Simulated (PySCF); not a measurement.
fluorine (F2), SMILES FF. Geometry optimised at r2SCAN-D4/def2-TZVPD.

PySCF 2.14.0 with TDDFT-LC-ωPBE/def2-TZVPD puts the lowest singlet excitations at 4.58, 4.58, 8.26, 8.26, 12.33, 12.33 eV and the lowest triplet (TDA) at 3.10 eV.

Question: What are the lowest singlet roots from PySCF with EOM-CCSD/aug-cc-pVDZ? (An estimate is asked for; the answer gives what the named calculation found.)

Answer: 4.80, 4.80, 8.07, 8.07, 13.48, 13.48 eV; triplets 3.49, 3.49, 7.36 eV. S1 differs by 0.22 eV (second minus first; roots are paired by order, and the bases may differ).
